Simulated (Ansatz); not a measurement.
System: C2H4Cl, charge 0, multiplicity 2. It need not be the lowest isomer of its formula. 
Coordinates optimised at B3LYP-D3(BJ)/def2-TZVP (Ansatz, an electronic-structure program):
```
C
H 1 1.0854
H 1 1.0854 2 110.78
C 1 1.4545 2 113.91 3 -129.98
H 4 1.0807 1 120.31 2 -31.97
H 4 1.0807 5 118.26 1 167.92
Cl 1 1.8760 2 103.74 3 110.75
```
Charge 0, spin multiplicity 2.

Basis-set convergence of Hartree-Fock and CCSD(T) correlation energies (hartree) with Ansatz. Valence correlation only, unless marked. Open shells are spin-unrestricted. No spin-orbit coupling. No relativistic terms.

```json
[
 {"basis": "cc-pV(D+d)Z", "functions": "71", "E(HF)": "-537.52831", "E(corr, CCSD(T))": "-0.45213"},
 {"basis": "cc-pV(T+d)Z", "functions": "155", "E(HF)": "?", "E(corr, CCSD(T))": "?"}
]
```

**Question.** Complete the blanks.

**Answer.** 
- cc-pV(T+d)Z, E(HF): -537.56679
- cc-pV(T+d)Z, E(corr, CCSD(T)): -0.57218
